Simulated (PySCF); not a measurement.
Compound: C₅H₅S (charge +1).
InChI=1S/C5H5S/c1-2-4-6-5-3-1/h1-5H/q+1

Method: PySCF, PBE0-D3(BJ)/def2-SVP geometry optimisation, gas phase.

Masses are those of the commonest isotopes; rigid-rotor values at the optimised geometry. 

(1) Give the principal moments of inertia and the rotational constants in MHz.

(2) What kind of rotor is it?

(3) What does the inertial defect say?

(4) List the rotational levels J(Ka,Kc) to J = 2 (K).

(5) Which types of transition are allowed, and where do some lines up to J = 2 fall?

(6) Estimate the classical rotational partition function at 10 K, 50 K and 298.15 K.

Results:

(1) Ia = 98.45, Ib = 139.02, Ic = 237.47 u·Å²; 505379 MHz·u·Å²/I gives A = 5133, B = 3635, C = 2128 MHz.

(2) An asymmetric top: κ = (2 × 3635 − 5133 − 2128)/(5133 − 2128) = 0.00.

(3) Planar: Δ = Ic − Ia − Ib = 0.00 u·Å². For a rigid frame Δ = −2 Σ m c², so it vanishes when all atoms lie in the ab plane; here none is more than 0.01 Å from it.

(4) Above 0(0,0), as E/k:
J = 1: 1(0,1) 0.277, 1(1,1) 0.348, 1(1,0) 0.421
J = 2: 2(0,2) 0.796, 2(1,2) 0.829, 2(1,1) 1.046, 2(2,1) 1.262, 2(2,0) 1.296

(5) The dipole components (about the centre of mass, as the species is charged) are |μa| = 1.28 D, |μb| = 0.00 D, |μc| = 0.00 D; the symmetry axis of this C2v structure is a, so μb and μc vanish by symmetry and there are no b-type or c-type lines. Some lines, for components of 0.1 D or more:

```csv
type,branch,"J(Ka,Kc)",MHz,lower level (cm⁻¹)
a,Q,"2(2,0) ← 2(2,1)",702,0.877
a,Q,"1(1,0) ← 1(1,1)",1507,0.242
a,Q,"2(1,1) ← 2(1,2)",4521,0.576
a,R,"1(0,1) ← 0(0,0)",5763,0.000
a,R,"2(1,2) ← 1(1,1)",10020,0.242
a,R,"2(0,2) ← 1(0,1)",10825,0.192
a,R,"2(1,1) ← 1(1,0)",13034,0.292
```

(6) Point group C2v, symmetry number σ = 2; q = (√π/σ)·√((kT/h)³/(ABC)), k/h = 20836.6 MHz/K: 423 at 10 K, 4730 at 50 K, 68900 at 298.15 K.

Not checked by PBE0-D3(BJ)/def2-SVP frequencies. Zero-point vibration and centrifugal distortion are left out.
